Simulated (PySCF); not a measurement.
# CF: relaxation and vibrations of the doublet

Aim: relax CF as a doublet from a linear start, check by its vibrations whether the end is a minimum, and collect its spectrum and constants.

The runs use PySCF 2.14.0; PBE0, basis C def2-TZVPD, F def2-TZVPD, no relativity, density fitting.

## 1. Starting geometry

2 atoms, charge 0, spin multiplicity 2.

Bond lengths: C1–F2 1.460 Å.

```xyz
2
charge 0 multiplicity 2
C     0.0000    0.0000    0.0000
F     0.0000    0.0000    1.4600
```

## 2. The SCF at the typed geometry

One driver script runs all steps and calls PySCF; scf.py shows how it sets up the SCF of each step. The optimiser is the driver's own. After this first run the driver tries any further starts and a stability analysis.

scf.py

```python
from pyscf import gto, scf, dft
mol = gto.M(atom='''
C      0.000000     0.000000     0.000000
F      0.000000     0.000000     1.460000''',
    basis={'C': 'def2-TZVPD', 'F': 'def2-TZVPD'},
    charge=0, spin=1)
mf = dft.UKS(mol, xc='PBE0')
mf.grids.atom_grid = (50, 194)
aux = {'C': 'def2-universal-JKFIT', 'F': 'def2-universal-JKFIT'}
mf = mf.density_fit(auxbasis=aux)
mf.conv_tol = 1e-08
mf.diis_space = 10
mf.max_cycle = 60
mf.init_guess = 'minao'
mf.verbose = 4
mf.kernel()
```

On the command line:

```bash
$ OMP_NUM_THREADS=2 python axn.py task.json out
```

The runs that follow: Relaxation: linear start, doublet; Frequencies.

Q: Predict the outcome of this session. Wanted: minimum; geometry; wavenumbers; dipole moment; highest occupied, lowest empty level; polar-tensor charge of C1; zero-point energy; atomisation energy; ⟨S²⟩.

As calculated:

| quantity | value |
| --- | --- |
| minimum | doublet, C∞v |
| geometry | C–F 1.269 Å |
| wavenumbers (cm⁻¹) | 1335 |
| dipole moment | 0.80 D |
| highest occupied, lowest empty level (either spin) | -6.26, -2.77 eV |
| polar-tensor charge of C1 | +0.32 e |
| zero-point energy | 8.0 kJ/mol |
| entropy at 298.15 K | 207.3 J/(mol K) |
| atomisation energy (no zero-point energy) | 562 kJ/mol |
| ⟨S²⟩ | 0.755 |

In words: The linear start keeps its C∞v symmetry and ends in a minimum. In the infrared the band at 1335 cm⁻¹ leads. Most of the spin sits on C1 (Mulliken spin 0.95, against 1 for the whole molecule). Other starts or spin states, not run here, may lie lower. The SCF density has lower symmetry than the nuclear frame.
